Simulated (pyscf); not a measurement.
Optimised with ωB97X-D3(BJ)/def2-SVP in PySCF.

Q: For HO–SiH(Cl)–Cl + F–Cl -> HO–Si(F)(Cl)–Cl + hydrogen chloride (HCl), a four-centre exchange (singlet surface; H–Si, Cl–F broken, F–Si, Cl–H formed), PBE/def2-TZVP gives ΔE‡ = 30.2 kcal/mol and ΔE = -97.5 kcal/mol (zero: the separated reactants). In which direction and how far do PBE0-D3(BJ)/def2-TZVP, M06-2X/def2-TZVP, ωB97M-D3(BJ)/def2-TZVP move these?

A: PBE0-D3(BJ): ΔE‡ = 40.6 kcal/mol, ΔE = -102.6 kcal/mol; M06-2X: ΔE‡ = 49.0 kcal/mol, ΔE = -105.5 kcal/mol; ωB97M-D3(BJ): ΔE‡ = 46.3 kcal/mol, ΔE = -103.5 kcal/mol. PBE's barrier lies under all of them, by 10.4 to 18.8 kcal/mol. Its reaction energy lies over all of them, by 5.1 to 8.0 kcal/mol. Low barriers are usual for a GGA, whose delocalisation error favours stretched bonds. This is the saddle that the search found; another between the same sides may lie lower. A restricted solution here is unstable towards spin polarisation, so biradical character is likely and single-reference numbers are less safe.
